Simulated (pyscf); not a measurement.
Thermochemistry of product channels of SbH₃ + SiH₂ [singlet] on the singlet surface, in kcal/mol, from ωB97M-D3(BJ)/def2-TZVP energies (ideal gas, 1 atm, RRHO with modes under 100 cm⁻¹ raised to 100, one conformer, R ln 2 for rigid chiral ones). Structures and frequencies: ωB97X-D3(BJ)/def2-SVP in PySCF.

```
products          ΔE  ΔH(298 K)  ΔG(298 K)  ΔG(1200 K)
-------------  -----  ---------  ---------  ----------
H₃Si–SbH₂      -61.7      -58.3      -48.6       -20.8
H₂Si=SbH + H₂      ?      -27.6      -25.7           ?
```

Task: Some entries are withheld; supply them.

Result: 
- H₂Si=SbH + H₂, ΔE: -28.7
- H₂Si=SbH + H₂, ΔG(1200 K): -22.5

These are energies of the channels, which say nothing of barriers. Elements past Kr carry the def2 core potentials, without spin-orbit coupling.
